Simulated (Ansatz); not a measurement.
`[AlH2][NH][AlH2]` + `N[SiH3]` → `[AlH2][NH][SiH3]` + `[NH2][AlH2]`  (ligand exchange at the Al–N bond)

Computed with Ansatz on PBE0-D4/def2-TZVP structures; ΔE is electronic, products minus reactants. CCSD(T)/CBS is the MP2 limit (def2-TZVPP, def2-QZVPP) plus CCSD(T) − MP2 in def2-TZVPP, frozen cores. This one scheme is used for every species. DFT in def2-TZVPP. B3LYP here is the variant with VWN-RPA as its local correlation; programs differ in this. HSE06 is defined as in plane-wave codes.

```json
{"level": "LDA (SPW92)", "ΔE (kJ/mol)": "-12.0", "difference from CCSD(T)/CBS": "-0.9"}
{"level": "PBE-D4", "ΔE (kJ/mol)": "-11.4", "difference from CCSD(T)/CBS": "-0.3"}
{"level": "revPBE-D4", "ΔE (kJ/mol)": "-11.7", "difference from CCSD(T)/CBS": "-0.6"}
{"level": "BLYP-D4", "ΔE (kJ/mol)": "-12.5", "difference from CCSD(T)/CBS": "-1.4"}
{"level": "r2SCAN-D4", "ΔE (kJ/mol)": "-11.0", "difference from CCSD(T)/CBS": "0.1"}
{"level": "B97M-V", "ΔE (kJ/mol)": "-11.4", "difference from CCSD(T)/CBS": "-0.3"}
{"level": "PBE0-D4", "ΔE (kJ/mol)": "-10.6", "difference from CCSD(T)/CBS": "0.5"}
{"level": "B3LYP-D4", "ΔE (kJ/mol)": "-11.7", "difference from CCSD(T)/CBS": "-0.6"}
{"level": "r2SCAN0-D4", "ΔE (kJ/mol)": "-10.4", "difference from CCSD(T)/CBS": "0.7"}
{"level": "HSE06-D4", "ΔE (kJ/mol)": "-10.5", "difference from CCSD(T)/CBS": "0.6"}
{"level": "BHLYP-D4", "ΔE (kJ/mol)": "-11.0", "difference from CCSD(T)/CBS": "0.1"}
{"level": "CAM-B3LYP-D4", "ΔE (kJ/mol)": "-11.6", "difference from CCSD(T)/CBS": "-0.5"}
{"level": "ωB97X-V", "ΔE (kJ/mol)": "-10.7", "difference from CCSD(T)/CBS": "0.4"}
{"level": "ωB97M-V", "ΔE (kJ/mol)": "-10.6", "difference from CCSD(T)/CBS": "0.5"}
{"level": "B2PLYP", "ΔE (kJ/mol)": "-10.4", "difference from CCSD(T)/CBS": "0.7"}
{"level": "PBE-QIDH", "ΔE (kJ/mol)": "-9.9", "difference from CCSD(T)/CBS": "1.2"}
{"level": "PBE", "ΔE (kJ/mol)": "-10.7", "difference from CCSD(T)/CBS": "0.4"}
{"level": "revPBE", "ΔE (kJ/mol)": "-10.2", "difference from CCSD(T)/CBS": "0.9"}
{"level": "BLYP", "ΔE (kJ/mol)": "-11.1", "difference from CCSD(T)/CBS": "0.0"}
{"level": "r2SCAN", "ΔE (kJ/mol)": "-10.8", "difference from CCSD(T)/CBS": "0.3"}
{"level": "B3LYP", "ΔE (kJ/mol)": "-10.6", "difference from CCSD(T)/CBS": "0.5"}
{"level": "r2SCANh", "ΔE (kJ/mol)": "-10.5", "difference from CCSD(T)/CBS": "0.6"}
{"level": "r2SCAN0", "ΔE (kJ/mol)": "-10.2", "difference from CCSD(T)/CBS": "0.9"}
{"level": "HSE06", "ΔE (kJ/mol)": "-10.0", "difference from CCSD(T)/CBS": "1.1"}
{"level": "BHLYP", "ΔE (kJ/mol)": "-10.2", "difference from CCSD(T)/CBS": "0.9"}
{"level": "CAM-B3LYP", "ΔE (kJ/mol)": "-11.0", "difference from CCSD(T)/CBS": "0.1"}
{"level": "LC-ωPBE", "ΔE (kJ/mol)": "-10.7", "difference from CCSD(T)/CBS": "0.4"}
{"level": "RPA@PBE/def2-TZVPP", "ΔE (kJ/mol)": "-10.2", "difference from CCSD(T)/CBS": "0.9"}
{"level": "HF/def2-SVP", "ΔE (kJ/mol)": "-9.4", "difference from CCSD(T)/CBS": "1.7"}
{"level": "MP2/def2-SVP", "ΔE (kJ/mol)": "-11.0", "difference from CCSD(T)/CBS": "0.1"}
{"level": "CCSD/def2-SVP", "ΔE (kJ/mol)": "-12.0", "difference from CCSD(T)/CBS": "-0.9"}
{"level": "CCSD(T)/def2-SVP", "ΔE (kJ/mol)": "-12.1", "difference from CCSD(T)/CBS": "-1.0"}
{"level": "HF/def2-TZVPP", "ΔE (kJ/mol)": "-9.3", "difference from CCSD(T)/CBS": "1.8"}
{"level": "MP2/def2-TZVPP", "ΔE (kJ/mol)": "-10.1", "difference from CCSD(T)/CBS": "1.0"}
{"level": "SCS-MP2/def2-TZVPP", "ΔE (kJ/mol)": "-10.1", "difference from CCSD(T)/CBS": "1.0"}
{"level": "CCSD(T)/def2-TZVPP", "ΔE (kJ/mol)": "-10.5", "difference from CCSD(T)/CBS": "0.6"}
{"level": "MP2/def2-QZVPP", "ΔE (kJ/mol)": "-10.5", "difference from CCSD(T)/CBS": "0.6"}
{"level": "HF/CBS(def2)", "ΔE (kJ/mol)": "-9.5", "difference from CCSD(T)/CBS": "1.6"}
{"level": "MP2/CBS(def2)", "ΔE (kJ/mol)": "-10.7", "difference from CCSD(T)/CBS": "0.4"}
{"level": "CCSD/CBS(def2)", "ΔE (kJ/mol)": "-11.1", "difference from CCSD(T)/CBS": "0.0"}
{"level": "CCSD(T)/CBS", "ΔE (kJ/mol)": "-11.1", "difference from CCSD(T)/CBS": "0"}
```

Largest T1 diagnostic among the species: 0.012.

Leaving LDA and LC-ωPBE aside and taking each functional with its dispersion term where it has one, the values spread over 2.6 kJ/mol, from BLYP-D4 to PBE-QIDH.
